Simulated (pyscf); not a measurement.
PySCF, gas phase, ωB97X-D3(BJ)/def2-SVP geometries.

Estimate by transition-state theory the rate constant of O=Mo(=O)(OH)–OH + hydrogen (H₂) → O=MoH(=O)–OH + water (H₂O) (singlet surface; Mo–O, H–H broken, H–Mo, H–O formed) at 1200 K, with ωB97M-D3(BJ)/def2-TZVP energies (ideal gas, 1 atm, RRHO with modes under 100 cm⁻¹ raised to 100, one conformer, R ln 2 for chiral ones without a mode under 150 cm⁻¹; no tunnelling).

The electronic barrier is 35.7 kcal/mol and the thermal terms add +38.8, so ΔG‡ = 74.5 kcal/mol. With k_BT/h = 2.50e+13 s⁻¹ and RT = 2.385 kcal/mol, and a volume of 1.64e-19 cm³ per molecule at 1 atm, k = 1.1e-19 cm³ molecule⁻¹ s⁻¹. Wigner's tunnelling factor for 1276i cm⁻¹ would be 1.10. A shift of 1 kcal/mol in the barrier changes k by a factor 1.5. On the product side the descent ends in an adduct with a Mo–O contact (not fully relaxed), 9.0 kcal/mol under the separated species and 23.9 kcal/mol under the saddle at ωB97X-D3(BJ)/def2-TZVP. What is counted as broken (Mo–O) persists as a longer contact in the product adduct; parting that adduct is a step of its own. At the saddle there is also a short H–Mo contact that neither side keeps. This is the saddle that the search found; another between the same sides may lie lower. Elements past Kr carry the def2 core potentials, without spin-orbit coupling.
